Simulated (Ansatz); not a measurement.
## How close CCSD(T) comes to the exact answer in a basis

Each species is computed at the geometry given (Å), with frozen cores, in Ansatz 0.2.0: RHF-CCSD(T) for singlets, UHF-CCSD(T) otherwise, and full CI in the same basis. The program picks the determinant by trial CCSD, so it needn't be the lowest Hartree–Fock solution. States: AlH4 A, HOB Σ⁺ or Δ, [H···H···CH3] A', [Cl···H···H] Σ⁺ or Δ. Cases whose determinant has another symmetry than full CI's state, or whose (Q) step broke down, weren't drawn.

**Question.** Judging by size, spin and bonding, rank them by the size of CCSD(T)'s error in total energy against full CI in the same basis, smallest first (an estimate).
A. [Cl···H···H], doublet, 6-31G: Cl 0.000 0.000 -1.294; H 0.000 0.000 0.275; H 0.000 0.000 1.020
B. HOB, singlet, 6-31G: B 0.000 0.000 1.165; O 0.000 0.000 -0.107; H 0.000 0.000 -1.059
C. [H···H···CH3], doublet, 6-31G: H -1.878 0.000 0.000; H -0.934 0.000 0.000; C 0.189 0.000 0.000; H 0.189 -1.080 0.000; H 0.189 0.540 0.935; H 0.189 0.540 -0.935
D. AlH4, doublet, 6-31G: Al -0.045 0.000 -0.132; H 0.464 0.002 1.986; H -0.767 -0.015 1.939; H 0.748 1.384 -0.188; H 0.753 -1.380 -0.199

**Answer.** A (3.4 meV), C (12.0 meV), D (16.5 meV), B (25.3 meV).

```
               species  basis  correlated electrons  CCSD(T) − full CI (meV)  CCSDT(Q) − full CI (meV)  unpaired electrons (full CI)     T1  ⟨S²⟩ of the determinant
 [Cl···H···H], doublet  6-31G                     9                      3.4                       0.0                          1.01  0.010                     0.77
[H···H···CH3], doublet  6-31G                     9                     12.0                       0.1                          1.03  0.011                     0.78
         AlH4, doublet  6-31G                     7                     16.5                       0.2                          1.07  0.037                     0.82
          HOB, singlet  6-31G                    10                     25.3                      -1.4                          0.08  0.019                     0.00
```

Unpaired electrons are Σ n²(2−n)² over natural occupations; an open shell counts its own unpaired electrons too. Frozen cores follow each run's orbitals, which moves totals by a few meV.
